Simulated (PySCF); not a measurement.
# BSH: structure of the singlet

The task is one start of a wider search on BSH: the singlet, from a linear start. It is relaxed, tested by its Hessian and followed downhill if it is a saddle.

Method: PBE0, basis B def2-TZVP, S def2-TZVP, H def2-TZVP, no relativity, density fitting; program: PySCF 2.14.0.

### 1 The system as given

3 atoms, charge 0, spin multiplicity 1.

Bond lengths: B1–S2 1.720 Å, B1–H3 1.170 Å. Angles: S2–B1–H3 180.0°.

Coordinates in bohr (charge 0 multiplicity 1):
```
B     0.0000    0.0000    0.0000
S     0.0000    0.0000   -3.2503
H     0.0000    0.0000    2.2110
```

### 2 First SCF at the start

One driver script runs all steps and calls PySCF; scf.py shows how it sets up the SCF of each step. The optimiser is the driver's own. After this first run the driver tries any further starts and a stability analysis.

Input file scf.py:

```python
from pyscf import gto, scf, dft
mol = gto.M(atom='''
B      0.000000     0.000000     0.000000
S      0.000000     0.000000    -1.720000
H      0.000000     0.000000     1.170000''',
    basis={'B': 'def2-TZVP', 'S': 'def2-TZVP', 'H': 'def2-TZVP'},
    charge=0, spin=0)
mf = dft.RKS(mol, xc='PBE0')
mf.grids.atom_grid = (50, 194)
aux = {'B': 'def2-universal-JKFIT', 'S': 'def2-universal-JKFIT', 'H': 'def2-universal-JKFIT'}
mf = mf.density_fit(auxbasis=aux)
mf.conv_tol = 1e-08
mf.diis_space = 10
mf.max_cycle = 60
mf.init_guess = 'minao'
mf.verbose = 4
mf.kernel()
```

Command:

```console
$ OMP_NUM_THREADS=2 python axn.py task.json out
```

The log of the run:

```text
init E= -423.44164421001
  HOMO = -0.324694317936628  LUMO = -0.0860854685933026  gap/eV = 6.49288
cycle= 1 E= -423.447760649232  delta_E= -0.00612  |g|= 0.281  |ddm|= 1.36
  HOMO = -0.263495520542823  LUMO = -0.0639213848900927  gap/eV = 5.43069
cycle= 2 E= -423.281763303721  delta_E= 0.166  |g|= 0.775  |ddm|= 0.768
  HOMO = -0.287230912936822  LUMO = -0.0539247854883207  gap/eV = 6.34858
cycle= 3 E= -423.47945522548  delta_E= -0.198  |g|= 0.0458  |ddm|= 0.513
  HOMO = -0.301861109285285  LUMO = -0.0620421108305604  gap/eV = 6.52581
cycle= 4 E= -423.479918026528  delta_E= -0.000463  |g|= 0.0232  |ddm|= 0.0557
  HOMO = -0.300224850289515  LUMO = -0.0595579449857462  gap/eV = 6.54888
cycle= 5 E= -423.480096250397  delta_E= -0.000178  |g|= 0.00125  |ddm|= 0.0181
  HOMO = -0.30017001058532  LUMO = -0.0593002781001616  gap/eV = 6.55440
cycle= 6 E= -423.480096685493  delta_E= -4.35e-07  |g|= 0.000248  |ddm|= 0.00143
  HOMO = -0.300234142994806  LUMO = -0.0593753469514304  gap/eV = 6.55410
cycle= 7 E= -423.480096701893  delta_E= -1.64e-08  |g|= 5.05e-05  |ddm|= 0.000321
  HOMO = -0.300226696966048  LUMO = -0.0593728280009526  gap/eV = 6.55397
cycle= 8 E= -423.480096702606  delta_E= -7.13e-10  |g|= 7.85e-06  |ddm|= 4.95e-05
  HOMO = -0.300227112297644  LUMO = -0.059372032579414  gap/eV = 6.55400
Extra cycle  E= -423.480096702568  delta_E= 3.81e-11  |g|= 1.28e-05  |ddm|= 1.49e-05
converged SCF energy = -423.480096702568
```

This step, with its further starts and checks, needed 1.4 s of wall time on 2 threads of Arm Neoverse V2, shared host.

The test of internal stability found no lower closed-shell solution.

### 3 Relaxing the singlet from the linear start

The program finds C∞v symmetry in the start, which this walk keeps. Threshold on the gradient: 0.0003 Eh/bohr, with a further test on the energy change.

scf.py: that of step 2 with these lines changed.

```diff
@@ -3,3 +3,3 @@
-B      0.000000     0.000000     0.000000
-S      0.000000     0.000000    -1.720000
-H      0.000000     0.000000     1.170000''',
+B      0.000000    -0.000000     1.223319
+S      0.000000     0.000000    -0.496681
+H      0.000000    -0.000000     2.393319''',
@@ -15 +14,0 @@
-mf.init_guess = 'minao'
```

Steps of the walk:

```tsv
step	energy (Eh)	change (kJ/mol)	largest symmetric gradient (Eh/bohr)
0	-423.480097	0.00	0.08787
1	-423.490140	-26.37	0.03101
2	-423.490790	-28.07	0.00800
3	-423.490857	-28.25	0.00058
4	-423.490858	-28.25	0.00006
```

The walk took 1.9 s.

Geometry (Å) and forces (eV/Å) at some steps:

```
step 0
B    0.000   0.000   1.223   0.000   0.000  -4.519
S    0.000   0.000  -0.497   0.000   0.000   4.339
H    0.000   0.000   2.393   0.000   0.000   0.179
step 1
B    0.000   0.000   1.169   0.000   0.000   1.595
S    0.000   0.000  -0.401   0.000   0.000  -1.399
H    0.000   0.000   2.351   0.000   0.000  -0.195
step 2
B    0.000   0.000   1.184   0.000   0.000  -0.389
S    0.000   0.000  -0.423   0.000   0.000   0.412
H    0.000   0.000   2.359   0.000   0.000  -0.023
step 3
B    0.000   0.000   1.181   0.000   0.000  -0.017
S    0.000   0.000  -0.417   0.000   0.000   0.030
H    0.000   0.000   2.356   0.000   0.000  -0.013
step 4
B    0.000   0.000   1.181   0.000   0.000   0.003
S    0.000   0.000  -0.417   0.000   0.000  -0.001
H    0.000   0.000   2.356   0.000   0.000  -0.002
```

After 4 steps and 28.3 kJ/mol it ends at C∞v: B–H 1.175 Å, B–S 1.598 Å; H–B–S 180.0°.

### 4 Is it a minimum? Harmonic modes

On the finer grid the gradient is checked again; gradients at displacements of ±0.02 bohr then give force constants and infrared intensities.

scf.py: that of step 3 with these lines changed.

```diff
@@ -3,3 +3,3 @@
-B      0.000000    -0.000000     1.223319
-S      0.000000     0.000000    -0.496681
-H      0.000000    -0.000000     2.393319''',
+B      0.000000    -0.000000     1.134440
+S      0.000000     0.000000    -0.463432
+H      0.000000    -0.000000     2.309393''',
@@ -9 +9 @@
-mf.grids.atom_grid = (50, 194)
+mf.grids.atom_grid = (75, 302)
@@ -12 +12 @@
-mf.conv_tol = 1e-08
+mf.conv_tol = 1e-10
```

The driver hands on the density of the step before, so the log starts near convergence.

SCF at the final geometry:

```text
init E= -423.490861443107
  HOMO = -0.313330836948789  LUMO = -0.0432863644895895  gap/eV = 7.34828
cycle= 1 E= -423.490861442961  delta_E= 1.46e-10  |g|= 2.44e-05  |ddm|= 2.56e-05
  HOMO = -0.313328550063883  LUMO = -0.0432886453211982  gap/eV = 7.34816
cycle= 2 E= -423.490861442346  delta_E= 6.15e-10  |g|= 4.99e-05  |ddm|= 5.24e-05
  HOMO = -0.313330098701995  LUMO = -0.0432871244615102  gap/eV = 7.34824
cycle= 3 E= -423.490861443153  delta_E= -8.07e-10  |g|= 3.84e-08  |ddm|= 3.52e-05
  HOMO = -0.313330095727056  LUMO = -0.0432871216421969  gap/eV = 7.34824
cycle= 4 E= -423.490861443153  delta_E= -5.68e-13  |g|= 1.64e-08  |ddm|= 1.8e-08
  HOMO = -0.313330093493936  LUMO = -0.0432871178633007  gap/eV = 7.34824
Extra cycle  E= -423.490861443154  delta_E= -5.68e-13  |g|= 2.67e-08  |ddm|= 3.11e-08
converged SCF energy = -423.490861443154
```

The whole step took 7 s.

Geometry: C∞v; B–H 1.175 Å, B–S 1.598 Å; H–B–S 180.0°.

Harmonic modes (main isotopes):

| symmetry | ω (cm⁻¹) | IR (km/mol) | μ (u) | type |
| --- | --- | --- | --- | --- |
| π | 730 | 0.2 | 1.27 | bend |
| σ+ | 1205 | 56.9 | 6.27 | stretch |
| σ+ | 2833 | 20.5 | 1.13 | stretch |

Every mode is real; the point is a minimum.

Properties at this point:

```yaml
Dipole_moment: 1.42 D
Highest_occupied_level: -8.53 eV
Lowest_empty_level: -1.18 eV
Rotational_constants: 0.6383 cm⁻¹
Zero-point_energy: 32.9 kJ/mol
Principal_polarisabilities: 24.1, 24.1, 43.5 bohr³
Atomisation_energy_without_zero-point_energy: 1044 kJ/mol
Principal_traceless_quadrupole_moments_about_the_centre_of_mass: -1.81, -1.81, 3.63 D Å
Entropy_at_298.15_K_and_1_bar: 214.9 J/(mol K)
Heat_capacity_Cp_at_298.15_K: 36.4 J/(mol K)
Enthalpy_at_298.15_K_above_0_K: 9.25 kJ/mol
Rotational_symmetry_number: 1
```

Charges (e) and bond orders:

```tsv
atom	Mulliken	Löwdin	polar tensor	Mayer order to B1
B1	-0.02	-0.65	0.37	–
S2	-0.09	0.60	-0.36	2.57
H3	0.10	0.05	-0.01	0.97
```

Outer orbital energies (eV). occupied: -161.50, -161.50, -161.50, -20.43, -13.55, -10.76, -8.53, -8.53; empty: -1.18, -1.18, 1.35, 2.11.

Mulliken populations on B1: s 3.09, p 1.83, d 0.09, f 0.01.

### 5 Outcome

| quantity | value |
| --- | --- |
| minimum | singlet, C∞v |
| geometry | B–H 1.175 Å, B–S 1.598 Å; H–B–S 180.0° |
| wavenumbers (cm⁻¹) | 730 (π), 1205 (σ+), 2833 (σ+) |
| dipole moment | 1.42 D |
| highest occupied, lowest empty level | -8.53, -1.18 eV |
| polar-tensor charge of B1 | +0.37 e |
| zero-point energy | 32.9 kJ/mol |
| entropy at 298.15 K | 214.9 J/(mol K) |
| atomisation energy (no zero-point energy) | 1044 kJ/mol |

In words: The molecule stays C∞v, as typed, and the end point is a minimum. In the infrared the band at 1205 cm⁻¹ (σ+, stretch) leads. Only this shape and spin were tried, so other structures or states may lie lower.

The search up to here took 10 s.
